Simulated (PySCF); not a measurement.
# BP: from the state search to spectroscopic constants

An exercise on one series of results from a longer session: the logs are not shown, and one member is left open.

Computed with PySCF 2.14.0. Level: B def2-TZVPPD, P def2-TZVPPD, no relativity.

The first run:

A driver script around PySCF takes these settings:

* atoms: B, P
* charge: 0
* basis: B def2-TZVPPD, P def2-TZVPPD
* Hamiltonian: no relativity
* basis functions: 85
* electrons treated: 20
* masses in u: 11.0093, 30.9738
* levels: PBE0, PBE, r²SCAN, revPBE, PW91, BLYP, r²SCANh, B2PLYP, HSE06, HF, MP2, SCS-MP2, CCSD, CCSD(T)
* grid: 80 radial by 434 angular points
* occupations: held fixed by the projection of orbital angular momentum
* dissociation limit: B + P, each in its ground configuration
* starting distance in angstrom: 1.880
* values of 2S to try: 0, 2, 4

On the command line:

```
OMP_NUM_THREADS=2 python dia.py task.json out
```

Steps of the session up to this table: Input; PBE0 along the bond; Excited determinants; PBE; r²SCAN; revPBE; PW91 (GGA); BLYP (GGA); r²SCANh; B2PLYP (double hybrid); HSE06 (range-separated hybrid); ROHF (mean field); Adding correlation.

One table of the session follows, with a row left open; its other results are not shown here.

It belongs to the step «The curves together». Energy (eV) from each level's lowest point:

```
R (Å)   ROHF  ROHF-MP2  ROHF-SCS-MP2  ROHF-CCSD  ROHF-CCSD(T)
1.497  1.124     1.322         1.320        n/a           n/a
1.567  0.455     0.604         0.604      0.592         0.646
1.637  0.105     0.198         0.199      0.191         0.225
1.689  0.000     0.048         0.049      0.045         0.062
1.741  0.000     0.000         0.000      0.000         0.000
1.793      ?         ?             ?          ?             ?
1.863  0.276     0.165         0.159      0.167         0.125
1.950  0.613     0.438         0.422      0.427         0.358
2.054  1.075     0.863         0.827      0.810         0.716
2.194  1.668     1.505         1.433        n/a           n/a
```

Estimate the missing values for R (Å) = 1.793.

Worked estimate for «ROHF». A straight line through the neighbours (1.741, 0.000) and (1.863, 0.276) gives 0.000 + (0.276 − 0.000) × (1.793 − 1.741) / (1.863 − 1.741) = 0.118; a parabola fitted to 4 rows on both sides gives 0.087.

As computed: ROHF: 0.080; ROHF-MP2: 0.031; ROHF-SCS-MP2: 0.029; ROHF-CCSD: 0.033; ROHF-CCSD(T): 0.015. In «ROHF» the line misses by +0.038 and the parabola by +0.007.
